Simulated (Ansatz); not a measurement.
# H2PSi: the cost of one run

The runs use Ansatz 0.2.0, Gaussian basis; def2-QZVPP, all electrons in the functionals, frozen cores in the correlation of double hybrids and RPA.

Plan: PBE, BLYP, r2SCAN, B97M-V, PBE0, B3LYP, wB97M-V, B2PLYP, at charge 0, doublet; charge 0, quartet; charge 1, singlet; charge 1, triplet.

2 further runs of the same task are left out: 2 set aside as unsound or not needed.

**1. The geometry**

The geometry is a PBE0/def2-TZVP stationary point (not a proven minimum).

4 atoms, charge 0, spin multiplicity 2.

Atoms are counted from 1 here; the program's logs count them from 0.

Bond lengths: Si1–P2 2.059 Å, Si1–H3 1.485 Å, Si1–H4 1.485 Å. Angles: P2–Si1–H3 124.2°, P2–Si1–H4 124.2°, H3–Si1–H4 111.6°.

As a file:

```xyz
4
H2PSi
Si    0.00000    0.00000    1.01667
P     0.00000    0.00000   -1.04239
H     0.00000    1.22799    1.85180
H     0.00000   -1.22799    1.85180
```

No dispersion term is added; B97M-V, wB97M-V hold VV10 nonlocal correlation. B3LYP takes the VWN-RPA correlation.

The geometry shown and the zero of energy belong to the point charge 0, doublet. The yardstick, UCCSD(T), and other wave-function levels (R restricted, U unrestricted, valence and pair active spaces) come from earlier runs.

**2. PBE, charge 0, doublet**

Contents of in.yaml:

```yaml
crystal:
  periodic: [false, false, false]
  atoms:
    - {symbol: Si, position_ang: [0.000000, 0.000000, 1.016675]}
    - {symbol: P, position_ang: [0.000000, 0.000000, -1.042393]}
    - {symbol: H, position_ang: [0.000000, 1.227985, 1.851803]}
    - {symbol: H, position_ang: [0.000000, -1.227985, 1.851803]}
basis:
  gaussian: {orbitals: "def2-QZVPP.json"}
magnetization: {spin_polarized: true, initial_magnetization: 1}
hamiltonian: {xc: {name: PBE}}
output: {orbitals: {seedname: orbitals}}
```

Launch:

```bash
ansatz run in.yaml --threads 1 --pin off --events-out ev --progress --plain --max-ram 2393MiB
```

What time and memory should one allow on 1 thread of Arm Neoverse V1, shared host?

About 13 s, with a peak of 0.37 GiB.
